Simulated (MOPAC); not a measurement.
MOPAC input (PM7):

```
PM7 1SCF UHF MS=0.5 GEO-OK AUX(PRECISION=9) THREADS=1
C3H5

C     0.00109578 1    0.88292603 1   -0.03266360 1
C     0.76578700 1   -0.36066336 1    0.05127381 1
C    -0.76663254 1   -0.35872664 1    0.05221618 1
H     0.00167460 1    1.68930054 1   -0.74864081 1
H     1.29435639 1   -0.71852672 1   -0.82707129 1
H     1.25040395 1   -0.61994978 1    0.98734664 1
H    -1.25075168 1   -0.61678875 1    0.98888473 1
H    -1.29718468 1   -0.71525146 1   -0.82547761 1
```

From the last part of the output:

```
                                                       MOPAC v23.2.5 Linux

          FINAL HEAT OF FORMATION =         57.94793 KCAL/MOL =     242.45413 KJ/MOL

          COSMO AREA              =         86.02 SQUARE ANGSTROMS
          COSMO VOLUME            =         68.77 CUBIC ANGSTROMS

          IONIZATION POTENTIAL    =          9.626644 EV
          ALPHA SOMO LUMO (EV)    =         -9.627  2.426
          BETA  SOMO LUMO (EV)    =        -11.658  0.432
          NO. OF ALPHA ELECTRONS  =          9
          NO. OF BETA  ELECTRONS  =          8
          MOLECULAR WEIGHT        =         41.0725         POINT GROUP:  Cs

          MOLECULAR DIMENSIONS (Angstroms)

            Atom       Atom       Distance
            H     6    H     4     3.14732
            H     7    H     5     3.12710
            H     6    H     8     2.25510

          SCF CALCULATIONS        =          1

   ATOM   CHEMICAL          X               Y               Z
  NUMBER   SYMBOL      (ANGSTROMS)     (ANGSTROMS)     (ANGSTROMS)

     1       C          0.00109578  *   0.88292603  *  -0.03266360  *
     2       C          0.76578700  *  -0.36066336  *   0.05127381  *
     3       C         -0.76663254  *  -0.35872664  *   0.05221618  *
     4       H          0.00167460  *   1.68930054  *  -0.74864081  *
     5       H          1.29435639  *  -0.71852672  *  -0.82707129  *
     6       H          1.25040395  *  -0.61994978  *   0.98734664  *
     7       H         -1.25075168  *  -0.61678875  *   0.98888473  *
     8       H         -1.29718468  *  -0.71525146  *  -0.82547761  *

                             CARTESIAN COORDINATES

   1    C        0.001095780     0.882926030    -0.032663600
   2    C        0.765787000    -0.360663360     0.051273810
   3    C       -0.766632540    -0.358726640     0.052216180
   4    H        0.001674600     1.689300540    -0.748640810
   5    H        1.294356390    -0.718526720    -0.827071290
   6    H        1.250403950    -0.619949780     0.987346640
   7    H       -1.250751680    -0.616788750     0.988884730
   8    H       -1.297184680    -0.715251460    -0.825477610

           Empirical Formula: C3 H5  =     8 atoms

      MOLECULAR POINT GROUP   :   Cs

          ALPHA EIGENVALUES
 -30.28053 -21.02605 -19.95669 -16.87819 -15.56678 -12.85328 -12.06458 -11.74182
  -9.62664   2.42590   4.20932   4.60473   5.29214   5.93701   5.95616   6.27452
   6.30042

           BETA EIGENVALUES
 -30.15151 -20.96182 -19.63000 -16.54732 -15.28564 -12.74697 -11.80660 -11.65836
   0.43230   2.60491   4.30614   4.89160   5.43937   5.96713   6.06722   6.31245
   6.38561

              NET ATOMIC CHARGES AND DIPOLE CONTRIBUTIONS

  ATOM NO.   TYPE          CHARGE      No. of ELECS.   s-Pop       p-Pop
    1          C          -0.141822        4.1418     1.14259     2.99923
    2          C          -0.341679        4.3417     1.05012     3.29156
    3          C          -0.341679        4.3417     1.05012     3.29156
    4          H           0.161217        0.8388     0.83878
    5          H           0.162533        0.8375     0.83747
    6          H           0.169449        0.8306     0.83055
    7          H           0.169449        0.8306     0.83055
    8          H           0.162533        0.8375     0.83747
 DIPOLE           X         Y         Z       TOTAL
 POINT-CHG.    -0.001    -0.239    -0.409     0.473
 HYBRID        -0.000    -0.252    -0.194     0.318
 SUM           -0.001    -0.490    -0.603     0.777

          ATOMIC ORBITAL ELECTRON POPULATIONS

     Atom    s        px        py        pz
    1  C   1.14259   1.03588   0.96165   1.00171
    2  C   1.05012   1.00454   1.12015   1.16687
    3  C   1.05012   1.00427   1.12043   1.16687
    4  H   0.83878
    5  H   0.83747
    6  H   0.83055
    7  H   0.83055
    8  H   0.83747

                    (SZ)    =    0.500000
                    (S**2)  =    0.753664

          ATOMIC ORBITAL SPIN POPULATIONS

    Atom   Total    s     px     py     pz
         Atomic
    1  C  1.0079  0.086  0.047  0.155  0.720
    2  C -0.0323 -0.005  0.000 -0.025 -0.003
    3  C -0.0323 -0.005  0.000 -0.025 -0.003
    4  H -0.0099 -0.010
    5  H  0.0184  0.018
    6  H  0.0148  0.015
    7  H  0.0148  0.015
    8  H  0.0184  0.018

 **********************
 *                    *
 * JOB ENDED NORMALLY *
 *                    *
 **********************

 == MOPAC DONE ==
```
